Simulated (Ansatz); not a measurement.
**BNH2F (SMILES N[B]F): the vertical ionisation energy from total energies**

The species is BNH2F (5 atoms), meant as a doublet with charge 0. As SMILES, `N[B]F`. Geometry: relaxed at PBE0-D4/def2-TZVP. This is one conformer, not always the lowest.

```xyz
5

N    -0.3152    0.2846   -0.2983
B     0.2568   -0.9047    0.1193
F     1.1865   -0.9571    1.0606
H    -1.0196    0.3220   -1.0120
H    -0.0585    1.1817    0.0889
```

Both states at this one shape; open shells run unrestricted unless said. 1 Eh = 27.2114 eV.

```
          level  program  doublet BNH2F (Eh)  singlet BNH2F+ (Eh)
   UBLYP/STO-3G   Ansatz         -178.077622          -177.875732
U-r2SCAN/STO-3G   Ansatz         -178.092019          -177.871969
  UB3LYP/STO-3G   Ansatz         -178.145623          -177.927472
   UPBE0/STO-3G   Ansatz         -177.983837          -177.763752
```

Problem. Work out the vertical ionisation energy at each level.

Solution. 
1. UBLYP/STO-3G: -177.875732 − (-178.077622) = 0.201890 Eh = 5.49 eV.
2. U-r2SCAN/STO-3G: -177.871969 − (-178.092019) = 0.220050 Eh = 5.99 eV.
3. UB3LYP/STO-3G: -177.927472 − (-178.145623) = 0.218151 Eh = 5.94 eV.
4. UPBE0/STO-3G: -177.763752 − (-177.983837) = 0.220085 Eh = 5.99 eV.

No measured value is set beside it here; the levels span 5.49 to 5.99 eV. Minimal sets are far from the basis-set limit.
